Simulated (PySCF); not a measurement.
Converging Si₂⁺ in the basis (PBE0)

PySCF, UKS reference; quartet, unpaired electrons σ ↑, π ↑↑; De to Si⁺ + Si without counterpoise correction.

```csv
basis,relativity,functions,Re (Å),ωe (cm⁻¹),De (eV)
cc-pV(D+d)Z,no relativity,46,2.275,474,3.61
def2-TZVP,no relativity,74,2.273,472,3.71
def2-TZVPPD,no relativity,96,2.273,472,3.71
```

**Question.** How does each smaller set differ from the one with most functions, def2-TZVPPD?

**Answer.** cc-pV(D+d)Z: +0.2 pm, +0.4 % in ωe, -0.10 eV in De; def2-TZVP: +0.0 pm, +0.0 % in ωe, +0.00 eV in De. All at PBE0; the set with most functions is neither the basis-set limit nor always the best.

The state is the lowest determinant that a PBE0 search found; another state may lie lower at other levels.
